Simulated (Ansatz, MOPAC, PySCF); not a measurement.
# How well does each level of theory give the bulk modulus B0 of cubic BN?

Reference value: 410 GPa (measured, 0 K value with the zero-point phonon effect removed, our sources range from 388 to 410; as tabulated in Mejia-Rodriguez and Trickey (2018), arXiv:1807.09216).

```json
[
 {"level (code)": "MNDO semi-empirical Hartree-Fock (MOPAC)", "value (GPa)": "715", "cell (Å³/atom)": "6.28", "error (%)": "+74"},
 {"level (code)": "LDA (Ansatz)", "value (GPa)": "403", "cell (Å³/atom)": "5.74", "error (%)": "-1.7"},
 {"level (code)": "PBE (Ansatz)", "value (GPa)": "372", "cell (Å³/atom)": "5.95", "error (%)": "-9.3"},
 {"level (code)": "PBE-D4 (Ansatz)", "value (GPa)": "385", "cell (Å³/atom)": "5.87", "error (%)": "-6.1"},
 {"level (code)": "r²SCAN-D4 (Ansatz)", "value (GPa)": "398", "cell (Å³/atom)": "5.85", "error (%)": "-2.9"},
 {"level (code)": "r²SCANh (Ansatz)", "value (GPa)": "401", "cell (Å³/atom)": "5.84", "error (%)": "-2.2"},
 {"level (code)": "Hartree–Fock (Ansatz)", "value (GPa)": "431", "cell (Å³/atom)": "5.83", "error (%)": "+5.1"},
 {"level (code)": "MP2 (PySCF)", "value (GPa)": "399 ± 10", "cell (Å³/atom)": "5.81", "error (%)": "-2.7"},
 {"level (code)": "CCSD (PySCF)", "value (GPa)": "400 ± 10", "cell (Å³/atom)": "5.80", "error (%)": "-2.4"}
]
```

Once the reference is moved by up to 5.3 % (a margin picked here for doubts on the reference and the settings) and values within 1.7 % count as equal, the nearest can be LDA (-1.7 %), r²SCANh (-2.2 %), CCSD (-2.4 %), MP2 (-2.7 %), r²SCAN-D4 (-2.9 %), Hartree–Fock (+5.1 %) or PBE-D4 (-6.1 %). Among them MNDO semi-empirical Hartree-Fock (MOPAC) (+74 %) misses by most. Within 15 %: LDA, PBE, PBE-D4, r²SCAN-D4, r²SCANh, Hartree–Fock, MP2, CCSD.

A ± on a computed value is a rough bar: the spread of its extrapolation, a floor set from checks against published values, or a statistical error. MNDO semi-empirical Hartree-Fock (MOPAC): the method was fitted mainly to molecules. MNDO semi-empirical Hartree-Fock (MOPAC): the run uses a supercell at the zone centre in place of a k mesh. Each level is taken at its own relaxed cell. Cutoffs and k meshes differ between the levels. Ansatz's density-functional and Hartree–Fock values are scalar-relativistic unless marked +SOC, with PAW data made under PBE.

Differences are worked out from the printed values.

Ansatz is an electronic-structure program.
